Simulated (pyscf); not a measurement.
Structures and frequencies: ωB97X-D3(BJ)/def2-SVP in PySCF.

Problem. •O–SiH₃ + hydrogen (H₂) -> silanol (HO–SiH₃) + H atom (H•)
Surface: doublet. Broken: H–H. Formed: H–O. Give ΔE‡ and ΔE from ωB97M-D3(BJ)/def2-TZVP, relative to the separated reactants.

Solution. ΔE‡ = 0.19 eV, ΔE = -0.63 eV. Zero-point energy shifts the barrier by +0.02 eV. It is a hydrogen abstraction, with an imaginary mode of 1011i cm⁻¹. •O–SiH₃ lies 1.08 eV over its isomer HO–SiH₂• (electronic energy, ωB97M-D3(BJ)/def2-TZVP). This is the saddle that the search found; another between the same sides may lie lower. The angle at the transferred H is 158°.
